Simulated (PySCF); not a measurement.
**Which determinant of LiN lies lowest?**

Unrestricted PBE0; basis Li jorge-DZP-DKH, N jorge-DZP-DKH; spin-free X2C with a Gaussian nucleus; PySCF 2.14. Outer shells of the fragments: Li 2s1; N 2s2 2p3.

Followed along the bond (rough minima from three points):

```csv
2Ms+1,unpaired,⟨S²⟩ at the start,R at minimum (Å),Te (eV)
3,π ↑↑,2.02,1.92,0.00
3,"σ ↑, π ↑",2.02,1.76,0.26
1,π ↑↓,1.00,1.90,0.54
1,"σ ↓, π ↑",1.00,1.76,0.85
5,"σ ↑↑, π ↑↑",6.00,none in the scan,≤ 1.76
```

Solutions found at the starting distance of 1.940 Å, counted from the lowest of them; the search is not exhaustive and high or unbound solutions are not listed, so other states can lie among these:

| 2Ms+1 | unpaired | term | E (eV) | ⟨S²⟩ | ⟨Lz²⟩ | μ (D) |
| --- | --- | --- | --- | --- | --- | --- |
| 3 | π ↑↑ | ³Σ⁻ | 0.00 | 2.02 | 0.00 | -6.71 |
| 3 | σ ↑, π ↑ | ³Π | 0.40 | 2.02 | 1.01 | -6.44 |
| 1 | π ↑↓ | mixed | 0.54 | 1.00 | 2.01 | -6.83 |
| 1 | σ ↓, π ↑ | mixed | 0.97 | 1.00 | 1.02 | -6.57 |
| 5 | σ ↑↑, π ↑↑ | ⁵Σ⁻ | 1.91 | 6.00 | 0.00 | 3.41 |
| 1 | none | mixed | 2.08 | 0.00 | 2.00 | -6.63 |
| 3 | σ ↑↑, π ↑↓ | mixed | 3.14 | 3.00 | 2.01 | 3.52 |
| 1 | σ ↓↓, π ↑↑ | mixed | 3.17 | 2.01 | 0.00 | 3.67 |
| 5 | σ ↑, π ↑↑↑ | ⁵Π | 3.31 | 6.00 | 1.00 | 1.03 |
| 3 | σ ↑, π ↑↑↓ | mixed | 4.53 | 3.00 | 3.01 | 1.01 |
| 3 | σ ↑, π ↑ | ³Π | 4.59 | 2.00 | 1.00 | 3.19 |
| 1 | σ ↓, π ↑ | mixed | 4.62 | 1.00 | 1.00 | 3.39 |
| 3 | σ ↑↑ | mixed | 5.03 | 2.00 | 2.00 | 3.52 |

A term symbol is given only where ⟨S²⟩ and ⟨Lz²⟩ are close to those of a pure state; real π, δ and φ orbitals otherwise mix terms. A positive dipole means Li(−)N(+).

Question: Compare the gap between the two lowest followed solutions at the starting distance with the gap between their minima.

Answer: At PBE0 the second solution (triplet, unpaired electrons σ ↑, π ↑) lies +0.40 eV from the first (triplet, unpaired electrons π ↑↑) at 1.940 Å and +0.26 eV at the minima; the two curves relax by different amounts, since their minima lie near 1.76 and 1.92 Å.

Counting both spins, an empty level lies below a filled one in some of these solutions, because spin and occupation are held.
